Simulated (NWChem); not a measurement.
# One shape, several levels: OH− (hydroxide)

Aim: a comparison of 6 runs (HF/def2-SVP, M06-L/aug-cc-pVTZ, B3LYP/aug-cc-pVTZ, BLYP/aug-cc-pVTZ, PBE/aug-cc-pVTZ, PBE0/aug-cc-pVTZ) of OH− (hydroxide). 

The results are computed with NWChem 7.3.0.

1 further run of the same task is left out (set aside as unsound or not needed).

**1. The structure to begin with**

The species is OH− (2 atoms), meant as a singlet with charge -1. As SMILES, `[OH-]`. The shape is that of a PBE0-D4/def2-TZVPD optimisation.

Bond lengths: O1–H2 0.964 Å.

**2. Energy and gradient at HF/def2-SVP (run 1)**

The input, sp.nw:

```
start sp
title "HO gradient"
memory 2200 mb
charge -1
geometry units atomic noautosym nocenter noautoz
   O      0.77818922    -0.24906590     0.40156680
   H     -0.77818922     0.24906590    -0.40156680
end
basis spherical bse
   * library def2-SVP
end
scf
   thresh 1e-08
   maxiter 80
end
task scf gradient
```

Started as:

```console
nwchem sp.nw > sp.out
```

Standard output:

```text
[...]
  functions       =    19
[...]
  wavefunction    = RHF
[...]
         Total SCF energy =    -75.267681468378
      One-electron energy =   -117.109468884434
      Two-electron energy =     37.448220374585
 Nuclear repulsion energy =      4.393567041471
        Time for solution =      0.1s
[...]
                         RHF ENERGY GRADIENTS
    atom               coordinates                        gradient
                 x          y          z           x          y          z
   1 O       0.778189  -0.249066   0.401567    0.003127  -0.001001   0.001614
   2 H      -0.778189   0.249066  -0.401567   -0.003127   0.001001  -0.001614
[...]
```

Run time: 0.68 s. Hardware: 1 thread of Intel Xeon 6975P-C (Granite Rapids), shared host; peak memory 0.099 GiB.

**3. Energy and forces at M06-L/aug-cc-pVTZ (run 2)**

The input, ho.nw:

```
start ho
memory 2200 mb
charge -1

geometry units angstroms noautosym nocenter noautoz
O     0.411800   -0.131800    0.212500
H    -0.411800    0.131800   -0.212500
end

basis spherical bse
O library aug-cc-pVTZ
H library aug-cc-pVTZ
end

dft
xc m06-l
grid xfine
convergence energy 1e-08
iterations 100
mulliken
print low
end

task dft gradient
```

Started as:

```console
nwchem ho.nw > ho.out
```

Standard output:

```text
[...]
 d= 0,ls=0.0,diis     1    -74.5261986715 -7.89D+01  1.00D+00  9.01D+00     0.7
[...]
 d= 0,ls=0.5,diis    31    -75.8061786479 -3.36D-09  2.53D-06  1.05D-07    18.1
         Total DFT energy =      -75.806178658323
      One electron energy =     -116.373792079858
           Coulomb energy =       45.281852800560
    Exchange-Corr. energy =       -9.107806737136
 Nuclear repulsion energy =        4.393567358110
[...]
      Total Density - Mulliken Population Analysis
     ---------------------------------------------
    Atom       Charge   Shell Charges
 -----------   ------   -------------------------------------------------------
    1 O    8     9.20   1.95  0.25  1.05  0.51  0.01  1.23  2.09  1.66  0.42  0.00  0.01  0.02  0.00  0.00
    2 H    1     0.80   0.27  0.22  0.10 -0.00  0.02  0.06  0.14  0.00 -0.01
[...]
                         DFT ENERGY GRADIENTS
    atom               coordinates                        gradient
                 x          y          z           x          y          z
   1 O       0.778189  -0.249066   0.401567    0.001486  -0.000476   0.000767
   2 H      -0.778189   0.249066  -0.401567   -0.001486   0.000476  -0.000767
 Task  times  cpu:       20.5s     wall:       20.5s
 Total times  cpu:       20.5s     wall:       20.5s
```

It took 21 s on 1 thread of Intel Xeon 6975P-C (Granite Rapids), shared host; peak memory 0.12 GiB.

Runs 3 to 5 aren't shown in full; the table further down has their settings and results.

**4. Energy and gradient at PBE0/aug-cc-pVTZ (run 6)**

The input, ho.nw:

```
start ho
memory 2200 mb
charge -1

geometry units atomic noautosym nocenter noautoz
  O   0.77818922 -0.24906590  0.40156680
  H  -0.77818922  0.24906590 -0.40156680
end

basis "ao basis" spherical bse
  O library aug-cc-pVTZ
  H library aug-cc-pVTZ
end

dft
  xc pbe0
  mult 1
  grid xfine
  convergence energy 1e-08
  maxiter 100
  mulliken
end

task dft gradient
```

Started as:

```console
nwchem ho.nw > ho.out
```

Standard output:

```text
[...]
          Wavefunction type:  closed shell.
          No. of atoms     :     2
          No. of electrons :    10
[...]
          Charge           :    -1
          Spin multiplicity:     1
[...]
          AO basis - number of functions:    69
[...]
              XC Information
              --------------
                         PBE0 Method XC Functional
                     Hartree-Fock (Exact) Exchange  0.250
          PerdewBurkeErnzerhof Exchange Functional  0.750
            Perdew 1991 LDA Correlation Functional  1.000 local
           PerdewBurkeErnz. Correlation Functional  1.000 non-local
[...]
 d= 0,ls=0.0,diis     1    -74.0739848897 -7.85D+01  1.00D+00  9.31D+00     0.5
[...]
 d= 0,ls=0.0,diis    10    -75.7444856391 -1.01D-09  1.88D-07  1.03D-09     4.5
         Total DFT energy =      -75.744485639097
      One electron energy =     -116.349950496219
           Coulomb energy =       45.245190161689
    Exchange-Corr. energy =       -9.033292346038
 Nuclear repulsion energy =        4.393567041471
[...]
      Total Density - Mulliken Population Analysis
     ---------------------------------------------
    Atom       Charge   Shell Charges
 -----------   ------   -------------------------------------------------------
    1 O    8     9.07   1.94  0.25  0.99  0.67  0.07  1.26  2.02  1.38  0.46  0.00  0.01  0.00  0.00  0.00
    2 H    1     0.93   0.27  0.41  0.07 -0.00  0.02  0.07  0.09  0.01  0.01
[...]
  wavefunction    = closed shell
                         DFT ENERGY GRADIENTS
    atom               coordinates                        gradient
                 x          y          z           x          y          z
   1 O       0.778189  -0.249066   0.401567    0.000964  -0.000309   0.000498
   2 H      -0.778189   0.249066  -0.401567   -0.000964   0.000309  -0.000498
[...]
```

Wall time 6.6 s (1 thread of Intel Xeon 6975P-C (Granite Rapids), shared host); peak memory 0.12 GiB.

**5. The series**

| run | level | iteration cap | module | energy (Eh) | HOMO energy (eV) | LUMO energy (eV) | HOMO–LUMO gap (eV) | wall time |
| --- | --- | --- | --- | --- | --- | --- | --- | --- |
| 1 | HF/def2-SVP | 80 | scf | -75.267681 | -0.96 | 13.54 | 14.50 | 0.68 s |
| 2 | M06-L/aug-cc-pVTZ | 100 | dft | -75.806179 | – | – | – | 21 s |
| 3 | B3LYP/aug-cc-pVTZ | 100 | dft | -75.836268 | 0.99 | 3.84 | 2.85 | 6.9 s |
| 4 | BLYP/aug-cc-pVTZ | 100 | dft | -75.827170 | 2.23 | 3.65 | 1.42 | 7.2 s |
| 5 | PBE/aug-cc-pVTZ | 100 | dft | -75.754207 | 2.20 | 3.69 | 1.49 | 6.9 s |
| 6 | PBE0/aug-cc-pVTZ | 100 | dft | -75.744486 | 0.84 | 4.05 | 3.21 | 6.6 s |

**6. What came out**

| quantity | value |
| --- | --- |
| run 6: total energy | -75.74449 Eh |
| run 6: HOMO energy | 0.84 eV |
| run 6: LUMO energy | 4.05 eV |
| run 6: HOMO–LUMO gap (to an unbound level, set by the basis) | 3.21 eV |
| run 6: largest force on an atom | 0.058 eV/Å |

Over runs 1, 3, 4, 5, 6 the HOMO–LUMO gap runs from 1.42 eV (BLYP/aug-cc-pVTZ) to 14.50 eV (HF/def2-SVP). The two ends differ in method and basis. The empty levels of an anion lie above zero and hang on the basis. Totals of different functionals can't be ranked against each other. In runs 3, 4, 5, 6 the HOMO lies above zero, so the outermost electron may be held by the basis alone. All runs together took 50 s, the longest 21 s.
